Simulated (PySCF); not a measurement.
Mapped SMILES: `[CH3:1]/[N:2]=[CH:3]/[CH2:4][C:5]#[N:6]`. Hydrogens are named by the atom that carries them.

PySCF calculation with NMR shieldings at PBE0/pcSseg-1/GIAO and geometry: GFN2-xTB; non-relativistic Hamiltonian, rapidly exchanging positions averaged, no solvent, single conformer.

Predict the 2D correlation tables (HSQC, COSY, HMBC).

Results:



HSQC (one-bond C–H):
```
          δH          δC
7.69 (H(C3))  157.1 (C3)
3.72 (H(C1))   50.5 (C1)
3.20 (H(C4))   27.5 (C4)
```

COSY cross peaks (H two or three bonds apart, from the bond graph; peaks can be absent where the dihedral angle is near 90°):
```
          δH            δH
7.69 (H(C3))  3.20 (H(C4))
```

HMBC (two and three bonds, from the bond graph; two-bond peaks within aromatic rings are usually weak or absent):
```
          δH                                δC
7.69 (H(C3))  120.0 (C5), 50.5 (C1), 27.5 (C4)
3.72 (H(C1))                        157.1 (C3)
3.20 (H(C4))            157.1 (C3), 120.0 (C5)
```

Shifts are taken against calculated references (same method and geometry level): TMS for 1H (σ = 31.72 ppm), 13C (σ = 186.93 ppm).

Short H···H contacts in this conformer between protons four or more bonds apart (candidates for NOE cross peaks, intensity ∝ r⁻⁶): H(C1)···H(C3) 2.31 Å.

Shifts are as computed. Against solution values, carbons near 30 ppm lie about +3 ppm off and those near 130 ppm about +5 ppm (rms about the fit 2.1 ppm; single classes can miss by 10 ppm). Of 1328 compounds with measured shifts, 309 miss one by over three times the rms of a fit or turn the order of signals round; such compounds aren't used in these exercises. Signals without a measured value on file couldn't be tested in this way; 1H shifts scatter by 0.2 ppm about their fit, and single ones miss by 0.5 ppm.
